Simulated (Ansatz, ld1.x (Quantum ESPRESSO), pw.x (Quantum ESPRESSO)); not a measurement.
**From atom to crystal: TM potential for barium (Ba)**

* Element: barium (Ba)
* Generator: ld1.x (Quantum ESPRESSO) 7.5
* Type: norm-conserving Troullier–Martins (Kleinman–Bylander form)
* Functional: LDA (PW92)
* Relativity: scalar-relativistic
* Frozen core: [Xe]
* Valence charge: 2
* Reference configuration: 5d0 6s2 6p0
* Partial waves: 6p (bound, empty): rc 4.20 bohr; 5d (bound, empty): rc 3.55 bohr; 6s (bound): rc 3.75 bohr
* Local potential: the s channel
* Core correction: Bessel-smoothed model core inside 3.20 bohr

Crystal test: sc Ba in pw.x 7.5, no spin, 9³ k-points, Fermi–Dirac smearing 0.01 Ry, cutoffs 50/200 Ry. The reference is all-electron LAPW (Ansatz 0.2.0) with the same functional, mesh and smearing; V0 and B0 come from Birch–Murnaghan fits to the pressures at five volumes. Errors are pseudo minus all-electron; Δ is the rms difference of the E(V) curves that follow from these fits, minima aligned, over ±6 % about the mean V0. Mesh and smearing are coarse, so the numbers serve the comparison and aren't converged zero-temperature values; the lattice is a test structure that the element need not adopt.

All-electron: a0 = 3.711 Å (V0 = 51.10 Å³/atom), B0 = 8.5 GPa.

**Question.** How far does the potential miss the all-electron equation of state?

**Answer.** mean pressure error (GPa): +0.24; a0 (Å): 3.753; a0 error (%): +1.14; B0 error (%): -15.6; Δ (meV/atom): 3.0. The largest radius (4.20 bohr) exceeds half the bond length (3.50 bohr), so the spheres overlap, which is one possible source of error among others. This is a poor potential for the solid.

```tsv
V (Å³/atom)	P all-electron (GPa)	P pseudo (GPa)
48.139	0.55	0.73
49.406	0.30	0.52
50.673	0.07	0.32
51.940	-0.14	0.13
53.207	-0.32	-0.04
```

**Question.** At the middle volume, how do free energy and pressure move when the wave cutoff is lowered (ecutrho kept at four times it)?

**Answer.**

```tsv
cutoff (Ry)	shift of F (meV/atom)	shift of P (GPa)
22	+0.1	-0.00
30	+0.0	-0.00
40	+0.0	+0.00
```

Input at the middle volume:

```
&control
  calculation='scf', prefix='x', pseudo_dir='./', outdir='./tmp', tstress=.true., disk_io='low'
/
&system
  ibrav=0, nat=1, ntyp=1, ecutwfc=50, ecutrho=200, nbnd=8,
  occupations='smearing', smearing='fd', degauss=0.01
/
&electrons
  conv_thr=1e-09, mixing_beta=0.4, electron_maxstep=70
/
ATOMIC_SPECIES
Ba 1.0 Ba.UPF
CELL_PARAMETERS angstrom
  3.70048691 0.00000000 0.00000000
  0.00000000 3.70048691 0.00000000
  0.00000000 0.00000000 3.70048691
ATOMIC_POSITIONS crystal
Ba 0.0000 0.0000 0.0000
K_POINTS automatic
9 9 9 0 0 0
```

```bash
pw.x < Ba.scf.in > Ba.scf.out
```

Lines of the output:

```
Message from routine setup:
     using ibrav=0 with symmetry is DISCOURAGED, use correct ibrav instead
     lattice parameter (alat)  =       6.9929  a.u.
     unit-cell volume          =     341.9584 (a.u.)^3
     number of electrons       =         2.00
     number of Kohn-Sham states=            8
     kinetic-energy cutoff     =      50.0000  Ry
     charge density cutoff     =     200.0000  Ry
     scf convergence threshold =      1.0E-09
     Exchange-correlation= PW
     number of k points=    35  Fermi-Dirac smearing, width (Ry)=  0.0100
     iteration #  1     ecut=    50.00 Ry     beta= 0.40
     total energy              =      -6.29410557 Ry
     estimated scf accuracy    <       0.00253449 Ry
     iteration #  2     ecut=    50.00 Ry     beta= 0.40
     total energy              =      -6.29414952 Ry
     estimated scf accuracy    <       0.00094094 Ry
     iteration #  3     ecut=    50.00 Ry     beta= 0.40
     total energy              =      -6.29415628 Ry
     estimated scf accuracy    <       0.00000306 Ry
     iteration #  4     ecut=    50.00 Ry     beta= 0.40
     total energy              =      -6.29415694 Ry
     estimated scf accuracy    <          2.0E-09 Ry
     iteration #  5     ecut=    50.00 Ry     beta= 0.40
     the Fermi energy is     2.2154 ev
!    total energy              =      -6.29415695 Ry
     estimated scf accuracy    <          8.9E-10 Ry
     smearing contrib. (-TS)   =      -0.00523674 Ry
     The total energy is F=E-TS. E is the sum of the following terms:
     one-electron contribution =       1.35467991 Ry
     hartree contribution      =       0.00372427 Ry
     xc contribution           =      -6.02436695 Ry
     ewald contribution        =      -1.62295743 Ry
     convergence has been achieved in   5 iterations
          total   stress  (Ry/bohr**3)                   (kbar)     P=        3.18
```

The run at the middle volume (35 k-points, 5 iterations) took about 2.5 s on one core of a shared host (Neoverse-V2, 96 threads, 742 GiB, load 38).
